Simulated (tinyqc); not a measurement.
Worked calculation: CCD on RHF in the sto-3g basis, frozen core, for LiH, spin multiplicity 1. Computed by tinyqc, a small Python program that keeps every step (integrals from PySCF). Settings: charge = 0, multiplicity = 1, basis = sto-3g, method = RHF, frozen orbitals = 1, energy threshold = 1e-10, iteration cap = 76, orthogonalisation = symmetric, start = atomic densities, DIIS depth = 6, amplitude equations = CCD, DIIS depth for amplitudes = 4, cap on updates = 90. Command: `OMP_NUM_THREADS=1 python tinyqc.py 22229 22230 out.jsonl` (the two numbers bound the seeds that draw the settings). One thread of a shared host (Intel(R) Xeon(R) Processor @ 2.60GHz), about 0.1 s of CPU time with the checks. The early iterations of the SCF are left out here.

## One-electron integrals

Geometry (angstrom):
```
atom        x        y        z
Li    0.00000  0.00000  0.00000
H     0.00000  0.00000  1.39100
```

Basis sto-3g: exponents (1/bohr^2) and contraction coefficients of normalised primitives:
```
element  l (shell)  exponent  coefficient
Li           s (1)  16.11958      0.15433
Li           s (1)   2.93620      0.53533
Li           s (1)   0.79465      0.44463
Li           s (2)   0.63629     -0.09997
Li           s (2)   0.14786      0.39951
Li           s (2)   0.04809      0.70012
Li           p (3)   0.63629      0.15592
Li           p (3)   0.14786      0.60768
Li           p (3)   0.04809      0.39196
H            s (1)   3.42525      0.15433
H            s (1)   0.62391      0.53533
H            s (1)   0.16886      0.44463
```

Overlap, kinetic and nuclear-attraction integrals over the contracted functions; the nuclear repulsion is the sum of Za Zb / Rab.

nuclear repulsion = 1.1412880 hartree

overlap S, lower triangle:
```
          1Li 1s   1Li 2s  1Li 2px  1Li 2py  1Li 2pz    2H 1s
1Li 1s   1.00000
1Li 2s   0.24114  1.00000
1Li 2px  0.00000  0.00000  1.00000
1Li 2py  0.00000  0.00000  0.00000  1.00000
1Li 2pz  0.00000  0.00000  0.00000  0.00000  1.00000
2H 1s    0.10349  0.44730  0.00000  0.00000  0.54490  1.00000
```

kinetic energy T (hartree), lower triangle:
```
           1Li 1s   1Li 2s  1Li 2px  1Li 2py  1Li 2pz    2H 1s
1Li 1s    3.57679
1Li 2s   -0.02024  0.10216
1Li 2px   0.00000  0.00000  0.31968
1Li 2py   0.00000  0.00000  0.00000  0.31968
1Li 2pz   0.00000  0.00000  0.00000  0.00000  0.31968
2H 1s    -0.01727  0.05674  0.00000  0.00000  0.16262  0.76003
```

nuclear attraction V (hartree), lower triangle:
```
           1Li 1s    1Li 2s   1Li 2px   1Li 2py   1Li 2pz     2H 1s
1Li 1s   -8.36331
1Li 2s   -1.05604  -1.52140
1Li 2px   0.00000   0.00000  -1.47587
1Li 2py   0.00000   0.00000   0.00000  -1.47587
1Li 2pz  -0.02125  -0.13264   0.00000   0.00000  -1.58208
2H 1s    -0.45878  -0.88771   0.00000   0.00000  -1.10025  -2.36058
```

core Hamiltonian H = T + V (hartree), lower triangle:
```
           1Li 1s    1Li 2s   1Li 2px   1Li 2py   1Li 2pz     2H 1s
1Li 1s   -4.78652
1Li 2s   -1.07628  -1.41923
1Li 2px   0.00000   0.00000  -1.15619
1Li 2py   0.00000   0.00000   0.00000  -1.15619
1Li 2pz  -0.02125  -0.13264   0.00000   0.00000  -1.26240
2H 1s    -0.47605  -0.83098   0.00000   0.00000  -0.93763  -1.60055
```

## Two-electron integrals

Functions are numbered as in S; the eight-fold symmetry (ij|kl) = (ji|kl) = (kl|ij) leaves the list below.

Two-electron integrals (ij|kl) in chemists' order, unique and non-zero (hartree):
```
(11|11) 1.68040   (21|11) 0.26542   (21|21) 0.04994   (22|11) 0.39773
(22|21) 0.09286   (22|22) 0.29056   (31|31) 0.00898   (32|31) 0.01379
(32|32) 0.06418   (33|11) 0.39664   (33|21) 0.09288   (33|22) 0.29050
(33|33) 0.31295   (41|41) 0.00898   (42|41) 0.01379   (42|42) 0.06418
(43|43) 0.01687   (44|11) 0.39664   (44|21) 0.09288   (44|22) 0.29050
(44|33) 0.27921   (44|44) 0.31295   (51|51) 0.00898   (52|51) 0.01379
(52|52) 0.06418   (53|53) 0.01687   (54|54) 0.01687   (55|11) 0.39664
(55|21) 0.09288   (55|22) 0.29050   (55|33) 0.27921   (55|44) 0.27921
(55|55) 0.31295   (61|11) 0.11204   (61|21) 0.02114   (61|22) 0.03972
(61|33) 0.03925   (61|44) 0.03925   (61|51) 0.00250   (61|52) 0.00470
(61|55) 0.04067   (61|61) 0.00978   (62|11) 0.18613   (62|21) 0.04360
(62|22) 0.13614   (62|33) 0.13014   (62|44) 0.13014   (62|51) 0.00716
(62|52) 0.03734   (62|55) 0.14800   (62|61) 0.02171   (62|62) 0.09556
(63|31) 0.00420   (63|32) 0.01753   (63|53) 0.00632   (63|63) 0.00842
(64|41) 0.00420   (64|42) 0.01753   (64|54) 0.00632   (64|64) 0.00842
(65|11) 0.21034   (65|21) 0.04994   (65|22) 0.16237   (65|33) 0.15196
(65|44) 0.15196   (65|51) 0.01126   (65|52) 0.05712   (65|55) 0.18297
(65|61) 0.02630   (65|62) 0.12668   (65|65) 0.17209   (66|11) 0.37704
(66|21) 0.09003   (66|22) 0.30074   (66|33) 0.27599   (66|44) 0.27599
(66|51) 0.01907   (66|52) 0.11088   (66|55) 0.34965   (66|61) 0.04779
(66|62) 0.25498   (66|65) 0.35393   (66|66) 0.77461
```

## Orthogonalisation

S = U s U^T; symmetric (Loewdin) form X = U s^(-1/2) U^T, so that X^T S X = 1.

eigenvalues of S: 0.29309  0.79598  1.00000  1.00000  1.15926  1.75166

X, lower triangle:
```
           1Li 1s    1Li 2s  1Li 2px  1Li 2py   1Li 2pz    2H 1s
1Li 1s    1.02304
1Li 2s   -0.12236   1.14418
1Li 2px   0.00000   0.00000  1.00000
1Li 2py   0.00000   0.00000  0.00000  1.00000
1Li 2pz   0.00345   0.14837  0.00000  0.00000   1.18133
2H 1s    -0.01328  -0.33966  0.00000  0.00000  -0.41563  1.30377
```

## Iteration 7 (converged): orbitals

converged F (hartree), lower triangle:
```
           1Li 1s    1Li 2s  1Li 2px  1Li 2py   1Li 2pz     2H 1s
1Li 1s   -2.34312
1Li 2s   -0.64045  -0.23573
1Li 2px   0.00000   0.00000  0.16322
1Li 2py   0.00000   0.00000  0.00000  0.16322
1Li 2pz   0.01223  -0.12006  0.00000  0.00000  -0.02122
2H 1s    -0.28087  -0.30396  0.00000  0.00000  -0.24714  -0.19726
```

Diagonalise F' = X^T F X, C = X C', fill 2 alpha and 2 beta electrons from the bottom; D = 2 C_occ C_occ^T. Each column has its largest component positive (the first on a tie).

F' = X^T F X (hartree), lower triangle:
```
          1         2        3        4         5        6
1  -2.28872
2  -0.34040   0.00903
3   0.00000   0.00000  0.16322
4   0.00000   0.00000  0.00000  0.16322
5   0.03877   0.03214  0.00000  0.00000   0.16943
6  -0.09421  -0.30433  0.00000  0.00000  -0.34118  0.14066
```

orbital energies (hartree): MO1 -2.34596, MO2 -0.30184, MO3 0.07953, MO4 0.16322, MO5 0.16322, MO6 0.59869

coefficients C:
```
              MO1       MO2       MO3       MO4      MO5       MO6
1Li 1s    0.99082  -0.18500  -0.20682   0.00000  0.00000   0.05530
1Li 2s    0.03074   0.43509   0.80484   0.00000  0.00000  -0.78961
1Li 2px   0.00000   0.00000   0.00000  -0.22229  0.97498   0.00000
1Li 2py   0.00000   0.00000   0.00000   0.97498  0.22229   0.00000
1Li 2pz  -0.00849   0.35348  -0.61188   0.00000  0.00000  -1.04446
2H 1s     0.01097   0.54067  -0.12914   0.00000  0.00000   1.29576
```

D after iteration 7, lower triangle:
```
           1Li 1s   1Li 2s  1Li 2px  1Li 2py  1Li 2pz    2H 1s
1Li 1s    2.03189
1Li 2s   -0.10006  0.38050
1Li 2px   0.00000  0.00000  0.00000
1Li 2py   0.00000  0.00000  0.00000  0.00000
1Li 2pz  -0.14761  0.30707  0.00000  0.00000  0.25004
2H 1s    -0.17831  0.47115  0.00000  0.00000  0.38204  0.58488
```

Within a degenerate level the vectors are fixed only up to a rotation; this is one choice.

## Convergence

Stop when the energy changes by less than 1e-10 hartree and every element of the error matrix X^T (F D S - S D F) X is below 3e-06.

Course of the cycle:
```
iteration  E (hartree)     change  largest element of the error matrix
1           -7.6820756          -                             2.39e-01
2           -7.8522840  -1.70e-01                             7.27e-02
3           -7.8589594  -6.68e-03                             1.82e-02
4           -7.8598591  -9.00e-04                             5.45e-03
5           -7.8600272  -1.68e-04                             2.32e-04
6           -7.8600273  -1.49e-07                             3.59e-06
7           -7.8600273  -1.68e-11                             2.97e-07
```

PySCF RHF in the same basis = -7.8600273 hartree

Converged in 7 iterations.

## Integrals over molecular orbitals

(pq|rs) = sum C_ip C_jq C_kr C_ls (ij|kl), one index at a time.

one-electron integrals over orbitals h = C^T H C (hartree), lower triangle:
```
          1         2         3         4         5         6
1  -4.77654
2   0.11524  -1.57697
3   0.16947   0.03843  -1.14070
4   0.00000   0.00000   0.00000  -1.15619
5   0.00000   0.00000   0.00000   0.00000  -1.15619
6  -0.01252  -0.12284   0.03417   0.00000   0.00000  -0.91618
```

Two-electron integrals over orbitals (pq|rs), unique and non-zero (hartree); the lowest 1 orbital is frozen and left out:
```
(22|22) 0.50193    (32|22) -0.04524   (32|32) 0.01130    (33|22) 0.23028
(33|32) 0.00470    (33|33) 0.33953    (42|42) 0.02463    (43|42) 0.01918
(43|43) 0.04141    (44|22) 0.28064    (44|32) 0.00372    (44|33) 0.28242
(44|44) 0.31295    (52|52) 0.02463    (53|52) 0.01918    (53|53) 0.04141
(54|54) 0.01687    (55|22) 0.28064    (55|32) 0.00372    (55|33) 0.28242
(55|44) 0.27921    (55|55) 0.31295    (62|22) 0.13876    (62|32) -0.03246
(62|33) -0.00549   (62|44) -0.00442   (62|55) -0.00442   (62|62) 0.12221
(63|22) -0.05063   (63|32) 0.00752    (63|33) 0.03616    (63|44) 0.00062
(63|55) 0.00062    (63|62) -0.03034   (63|63) 0.02632    (64|42) -0.01928
(64|43) -0.01390   (64|64) 0.01900    (65|52) -0.01928   (65|53) -0.01390
(65|65) 0.01900    (66|22) 0.46004    (66|32) -0.04085   (66|33) 0.24249
(66|44) 0.27019    (66|55) 0.27019    (66|62) 0.14653    (66|63) -0.04291
(66|66) 0.45688
```

## CCD: starting amplitudes

t_ij^ab = <ij||ab> / (e_i + e_j - e_a - e_b), whose energy is MP2.

Starting amplitudes (spin orbitals 1a, 1b, ...; amplitudes related by a flip of all spins are not repeated):
```
from      to         t
2a 2b  6a 6b  -0.06785
2a 2b  5a 5b  -0.02648
2a 2b  4a 4b  -0.02648
2a 2b  3a 6b   0.02532
2a 2b  3a 3b  -0.01481
```

correlation energy = -0.0114075 hartree

## CCD: amplitude update 1

t_ij^ab D_ij^ab are set to the remaining terms of the spin-orbital equations, evaluated with the old amplitudes; for the doubles these are <ij||ab> + 1/2 <ab||ef> t_ij^ef + 1/2 <mn||ij> t_mn^ab + P(ij)P(ab) <mb||ej> t_im^ae + terms in t^2, D the orbital-energy denominators.

Amplitudes after update 1 (spin orbitals 1a, 1b, ...; amplitudes related by a flip of all spins are not repeated):
```
from      to         t
2a 2b  6a 6b  -0.09137
2a 2b  3a 6b   0.03651
2a 2b  5a 5b  -0.03023
2a 2b  4a 4b  -0.03023
2a 2b  3a 3b  -0.01745
```

correlation energy = -0.0152229 hartree

## CCD: amplitude update 2

As before.

Amplitudes after update 2 (spin orbitals 1a, 1b, ...; amplitudes related by a flip of all spins are not repeated):
```
from      to         t
2a 2b  6a 6b  -0.09955
2a 2b  3a 6b   0.04107
2a 2b  5a 5b  -0.03010
2a 2b  4a 4b  -0.03010
2a 2b  3a 3b  -0.01938
```

correlation energy = -0.0165340 hartree

## CCD: convergence

E_corr = 1/4 sum <ij||ab> t_ij^ab; stop when the norm of the change is below 1e-8.

Course of the amplitude iterations:
```
update  correlation energy (hartree)  norm of the change
0                         -0.0114075                   -
1                         -0.0152229            5.79e-02
2                         -0.0165340            2.12e-02
3                         -0.0172756            8.28e-03
4                         -0.0172691            8.48e-04
5                         -0.0172691            7.92e-05
6                         -0.0172688            3.80e-06
7                         -0.0172688            3.20e-08
8                         -0.0172688            7.90e-10
```

Converged amplitudes (spin orbitals 1a, 1b, ...; amplitudes related by a flip of all spins are not repeated):
```
from      to         t
2a 2b  6a 6b  -0.10398
2a 2b  3a 6b   0.04447
2a 2b  5a 5b  -0.02909
2a 2b  4a 4b  -0.02909
2a 2b  3a 3b  -0.02142
```

CCD total energy = -7.8772961 hartree

Converged in 8 updates, with DIIS from the third.
